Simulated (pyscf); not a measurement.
Substitution at Ge: `[Cl][GeH3]` + `[H]` [doublet] -> `[Cl][GeH3]` + `[H]` [doublet]

Gas phase, doublet surface, charge 0. Bonds broken: Ge1–H6. Bonds formed: Ge1–H4. Single points on ωB97X-D3(BJ)/def2-SVP structures (PySCF, gas phase). MP2 and CC: frozen core, UHF for open shells. ΔMP2 is the change of the MP2 total energy from the triple- to the quadruple-zeta basis.

Transition state (Å):

```xyz
6

Ge    -0.9716    -0.2928    -0.0321
Cl    -0.6834     0.5084     2.0007
H     -1.6539    -1.6253     0.3433
H     -2.0999     0.0177    -1.1895
H      0.3866    -0.5307    -0.6919
H     -1.2282     1.3318    -0.4550
```

One imaginary mode, 550i cm⁻¹; descent along it reached the two sides named.

```
bond    change  reactant side (Å)  saddle  product side
------  ------  -----------------  ------  ------------
Ge1–H6  breaks              1.531   1.698           3.8
Ge1–H4   forms                3.5   1.646         1.531
```

Electronic energies relative to the separated reactants (kJ/mol):

```csv
level,barrier,reaction energy,reverse barrier
ωB97X-D3(BJ)/def2-TZVP,62.1,0.0,62.1
PBE/def2-TZVP,35.1,0.0,35.1
r²SCAN/def2-TZVP,32.0,0.0,32.0
B3LYP-D3(BJ)/def2-TZVP,42.0,0.0,42.0
PBE0-D3(BJ)/def2-TZVP,47.0,0.0,47.0
M06-2X/def2-TZVP,60.2,0.0,60.2
ωB97M-D3(BJ)/def2-TZVP,61.5,0.0,61.5
HF/def2-TZVP,122.7,0.0,122.7
MP2/def2-QZVPP,79.1,0.0,79.1
CCSD/def2-TZVPP,68.2,0.0,68.2
CCSD(T)/def2-TZVPP,63.5,0.0,63.5
CCSD(T)/def2-TZVPP + ΔMP2(QZVPP),61.4,0.0,61.4
```

With CCSD(T)/def2-TZVPP + ΔMP2(QZVPP) energies and thermal terms (ideal gas, 1 atm, RRHO with modes under 100 cm⁻¹ raised to 100, one conformer, R ln 2 for rigid chiral ones), in kJ/mol:

| T (K) | ΔH‡ | ΔG‡ | ΔH | ΔG |
|---|---|---|---|---|
| 298 | 60.3 | 85.1 | 0.0 | 0.0 |
| 600 | 57.8 | 111.2 | 0.0 | 0.0 |
| 900 | 56.4 | 138.3 | 0.0 | 0.0 |
| 1200 | 55.2 | 165.8 | 0.0 | 0.0 |

The same reactants have a lower exit, to Cl–GeH₂• + H₂ (barrier +13.0 kJ/mol at ωB97M-D3(BJ), against +61.5 kJ/mol here). This is the saddle that the search found; another between the same sides may lie lower. The angle at the attacked Ge is 63° (front-side attack). The CCSD(T) − MP2 part came from Ansatz, without density fitting, on the same reference. The frozen core leaves the outer d or s,p core shells of the metals and heavy elements correlated in the MP2 and CC values, and def2-TZVPP describes them poorly, which can shift differences by a few kcal/mol. Elements up to Kr have no core potential and no relativistic terms here.
